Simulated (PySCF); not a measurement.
Compound: cis-2,trans-4-hexadiene, C6H10.
SMILES with atom numbers: `[CH3:1]/[CH:2]=[CH:3]\[CH:4]=[CH:5]\[CH3:6]` (hydrogens: H7, H8, H9 on C1; H10 on C2; H11 on C3; H12 on C4; H13 on C5; H14, H15, H16 on C6)

A GFN2-xTB structure was refined with PySCF 2.14.0, PBE0-D3(BJ)/def2-TZVP geometry optimisation, gas phase. Its GFN2-xTB values:

| coordinate | GFN2-xTB |
| --- | --- |
| C1–C2 | 1.504 Å |
| C1–H7 | 1.091 Å |
| C2=C3 | 1.322 Å |
| C2–H10 | 1.080 Å |
| C3–C4 | 1.487 Å |
| C3–H11 | 1.081 Å |
| C4=C5 | 1.297 Å |
| C4–H12 | 1.088 Å |
| C5–C6 | 1.484 Å |
| C5–H13 | 1.097 Å |
| C6–H14 | 1.090 Å |
| C1–C2–C3 | 126.7° |
| C2–C3–C4 | 128.1° |
| C3–C4–C5 | 124.0° |
| C4–C5–C6 | 124.7° |

Q: How do these coordinates change at the PBE0-D3(BJ)/def2-TZVP level?

A: 
```csv
coordinate,PBE0-D3(BJ)/def2-TZVP (Å or °),change
C3–C4,1.447,-0.040
C4=C5,1.335,+0.038
C2=C3,1.338,+0.016
C1–C2,1.489,-0.015
C5–H13,1.089,-0.008
C3–H11,1.088,+0.007
C2–H10,1.087,+0.007
C6–H14,1.095,+0.005
C1–H7,1.095,+0.004
C5–C6,1.487,+0.003
C4–H12,1.087,-0.001
C2–C3–C4,126.8,-1.3
C1–C2–C3,127.3,+0.6
C3–C4–C5,123.6,-0.4
C4–C5–C6,125.0,+0.3
```

The energy falls by 3.1 kcal/mol over 10 energy and gradient evaluations, the largest force component goes from 0.0657 to 2.9e-04 Eh/bohr, and the atoms move by 0.043 Å rms after alignment. Among the bonds, C3–C4 and C1–H9 change most and about equally (-0.040 to +0.039 Å). Bonds longer at the end by more than 0.005 Å: 8 of 15; shorter: 4. Rotational constants go from 11200, 1489, 1336 to 11163, 1487, 1334 MHz.

The run used 246 basis functions and 68 SCF cycles in all. Time: 4.0 min wall; peak memory 1.3 GiB. Hardware: Arm Neoverse V1, one thread, no GPU, shared host with 32 logical CPUs at a one-minute load of 12.

No frequency check. The numbers are those of one conformer.

The values belong to the conformer `[CH3:1]/[CH:2]=[CH:3]\[CH:4]=[CH:5]\[CH3:6]`: C2–C3–C4–C5 180°.
